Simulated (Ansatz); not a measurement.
# AlBH (doublet): the correlation ladder at distance B1–Al2 = 2.120 Å, 6-31G

How much of the correlation energy of AlBH (doublet) does each wave-function method recover here?

Program: Ansatz 0.2.0, Gaussian basis. Level of theory: 6-31G, core rule «outside noble gas», up to 6 orbitals frozen. These are calculated values, not measurements.

Plan: UHF; CCSD(T) on ROHF; CCSD(T) on UHF; BCCD(T) on ROHF; CISD; CCSDT(Q) on ROHF; CCSDT(Q) on UHF; CCSDTQ on ROHF; CCSDTQ on UHF; CASSCF and MRCISD+Q, 3 electrons in 3 orbitals; CASSCF and NEVPT2, 3 electrons in 3 orbitals; CASSCF and MRCISD+Q, 7 electrons in 9 orbitals; CASSCF and NEVPT2, 7 electrons in 9 orbitals; Full CI.

15 further runs of the same task are left out: 10 that didn't finish, 5 set aside as unsound or not needed.

## Step 1: What is computed

The geometry derives from a PBE0/def2-TZVP stationary point (not a proven minimum). One bond is set to the value named and the two fragments are kept rigid.

3 atoms, charge 0, spin multiplicity 2.

Atoms are counted from 1 here; the program's logs count them from 0.

Bond lengths: B1–Al2 2.120 Å, B1–H3 1.196 Å. Angles: Al2–B1–H3 167.9°.

## Step 2: UHF

File in.yaml:

```yaml
crystal:
  periodic: [false, false, false]
  atoms:
    - {symbol: B, position_ang: [0.000000, -0.091982, 0.314337]}
    - {symbol: Al, position_ang: [0.000000, -0.033351, -1.805038]}
    - {symbol: H, position_ang: [0.000000, 0.125333, 1.490702]}
basis:
  gaussian: {orbitals: 6-31G}
magnetization: {spin_polarized: true, initial_magnetization: 1}
hamiltonian: {xc: hf}
output: {orbitals: {seedname: orbitals}}
```

The run is started by

```console
> ansatz run in.yaml --threads 1 --pin off --events-out ev --progress --plain --max-ram 2393MiB
```

After this run come: CCSD(T) on ROHF; CCSD(T) on UHF; BCCD(T) on ROHF; CISD; CCSDT(Q) on ROHF; CCSDT(Q) on UHF; CCSDTQ on ROHF; CCSDTQ on UHF; CASSCF and MRCISD+Q, 3 electrons in 3 orbitals; CASSCF and NEVPT2, 3 electrons in 3 orbitals; CASSCF and MRCISD+Q, 7 electrons in 9 orbitals; CASSCF and NEVPT2, 7 electrons in 9 orbitals; Full CI.

Before running them: what should the planned runs give, taken together? Wanted: FCI from the RHF energy; RMP2 from FCI; UMP2 from FCI; RCCSD from FCI; RCCSD(T) from FCI; UCCSD(T) from FCI; RCCSDT(Q) from FCI; UCCSDT(Q) from FCI; MRCISD+Q pair from FCI.

As calculated:

| quantity | value |
| --- | --- |
| FCI from the ROHF energy | -2.5030 eV |
| RMP2 from FCI | +19.42 kcal/mol |
| UMP2 from FCI | +19.28 kcal/mol |
| RCCSD from FCI | +1.91 kcal/mol |
| RCCSD(T) from FCI | +0.71 kcal/mol |
| UCCSD(T) from FCI | +0.71 kcal/mol |
| RCCSDT(Q) from FCI | +0.03 kcal/mol |
| UCCSDT(Q) from FCI | +0.03 kcal/mol |
| MRCISD+Q pair from FCI | -0.27 kcal/mol |
| NEVPT2 valence from FCI | +4.68 kcal/mol |
| MRCISD+Q valence from FCI | +0.24 kcal/mol |
| levels within 1 kcal/mol (43 meV) | RCCSD(T), UCCSD(T), BCCD(T), RCCSDT, UCCSDT, RCCSDT(Q), UCCSDT(Q), RCCSDTQ, UCCSDTQ, MRCISD+Q pair, MRCISD valence, MRCISD+Q valence |
| T1 diagnostic | 0.029 |
| effectively unpaired electrons | 1.11 |

What this shows: RCCSD(T) lands +0.71 kcal/mol from the yardstick (1.2 % of the correlation energy). MRCISD+Q pair falls below full CI: the +Q correction isn't variational, and the cores differ from full CI's. One determinant dominates. Of the multireference levels listed MRCISD+Q valence comes nearest in total energy (+0.24 kcal/mol), which doesn't show that its space is the better one. Coupled cluster took another determinant than the lowest Hartree-Fock one. These misses are within one basis, not against nature; the frozen cores of restricted and unrestricted runs differ, which can shift their rows.

Levels on UHF freeze UHF's core orbitals, full CI those of ROHF, so the U rows can settle a little off it for that reason alone.

With open shells the CI space here admits some triples and quadruples, so it is larger than plain CISD.

The ROHF row is the lowest solution found; coupled cluster stands on another one, 0.01 eV higher.
